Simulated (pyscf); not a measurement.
Cl–Ga(Cl)–SeH + H atom (H•) → H₂Se + [Cl–Ga–Cl]• (substitution at Se; doublet surface; Ga–Se broken, H–Se formed). PySCF, gas phase, ωB97X-D3(BJ)/def2-SVP geometries. Energies in kJ/mol from the separated reactants.

```csv
level,barrier,reaction energy
ωB97X-D3(BJ)/def2-TZVP,14.8,-10.9
PBE/def2-TZVP,…,…
PBE0-D3(BJ)/def2-TZVP,-1.1,-28.3
M06-2X/def2-TZVP,…,-32.0
ωB97M-D3(BJ)/def2-TZVP,14.1,-41.9
HF/def2-TZVP,52.6,-23.6
```

Q: Some entries are withheld; supply them.

A: 
- PBE/def2-TZVP, barrier: -12.3
- PBE/def2-TZVP, reaction energy: -42.8
- M06-2X/def2-TZVP, barrier: 13.6

On the product side the descent ends in an adduct with a Ga–Se contact (not fully relaxed), 56.9 kJ/mol under the separated species and 82.6 kJ/mol under the saddle at ωB97X-D3(BJ)/def2-TZVP. At PBE, PBE0-D3(BJ) this geometry lies under the reactants; that is no barrier but a single point on another level's saddle; such a level's own saddle, if it has one, lies nearer that side and is low. What is counted as broken (Ga–Se) persists as a longer contact in the product adduct; parting that adduct is a step of its own. This is the saddle that the search found; another between the same sides may lie lower. The angle at the attacked Se is 145°. Elements up to Kr have no core potential and no relativistic terms here.
